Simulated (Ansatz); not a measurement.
Results of r²SCAN+SOC (Ansatz, a program for electronic structure, plane waves, PAW) for Pb3Br2(SeO3)2 (C2/c, No. 15; cell taken from a computed entry).

Settings: plane-wave cutoff 560 eV, 6×6×2 k mesh (along the axes of the cell as run), Fermi–Dirac smearing 0.01 eV, PAW data made under PBE.

Cell (relaxed with PBEsol):

```yaml
crystal:
  lattice:
    - [6.69938, -2.82232, 0.00476]
    - [6.69938, 2.82232, 0.00476]
    - [-0.80977, 0.00000, 13.29253]
  atoms:
    - { symbol: Pb, position: [0.43607, 0.56393, 0.25000] }
    - { symbol: Pb, position: [0.56393, 0.43607, 0.75000] }
    - { symbol: Pb, position: [0.19576, 0.21808, 0.35481] }
    - { symbol: Pb, position: [0.80424, 0.78192, 0.64519] }
    - { symbol: Pb, position: [0.78192, 0.80424, 0.14519] }
    - { symbol: Pb, position: [0.21808, 0.19576, 0.85481] }
    - { symbol: Se, position: [0.89120, 0.89643, 0.38232] }
    - { symbol: Se, position: [0.10880, 0.10357, 0.61768] }
    - { symbol: Se, position: [0.10357, 0.10880, 0.11768] }
    - { symbol: Se, position: [0.89643, 0.89120, 0.88232] }
    - { symbol: Br, position: [0.65602, 0.63479, 0.44268] }
    - { symbol: Br, position: [0.34398, 0.36521, 0.55732] }
    - { symbol: Br, position: [0.36521, 0.34398, 0.05732] }
    - { symbol: Br, position: [0.63479, 0.65602, 0.94268] }
    - { symbol: O, position: [0.06431, 0.61953, 0.30395] }
    - { symbol: O, position: [0.93569, 0.38047, 0.69605] }
    - { symbol: O, position: [0.38047, 0.93569, 0.19605] }
    - { symbol: O, position: [0.61953, 0.06431, 0.80395] }
    - { symbol: O, position: [0.62407, 0.09893, 0.30335] }
    - { symbol: O, position: [0.37593, 0.90107, 0.69665] }
    - { symbol: O, position: [0.90107, 0.37593, 0.19665] }
    - { symbol: O, position: [0.09893, 0.62407, 0.80335] }
    - { symbol: O, position: [0.06929, 0.96116, 0.36497] }
    - { symbol: O, position: [0.93071, 0.03884, 0.63503] }
    - { symbol: O, position: [0.03884, 0.93071, 0.13503] }
    - { symbol: O, position: [0.96116, 0.06929, 0.86497] }
```

Problem. Estimate the band gap and Γ–Γ gap that the calculation returns.

Solution. 
band gap: 2.91 eV (on the SCF k mesh)
Γ–Γ gap: 3.68 eV

Note: cell and atoms aren't relaxed at this level (largest force component 0.42 eV/Å, pressure 0.5 GPa).
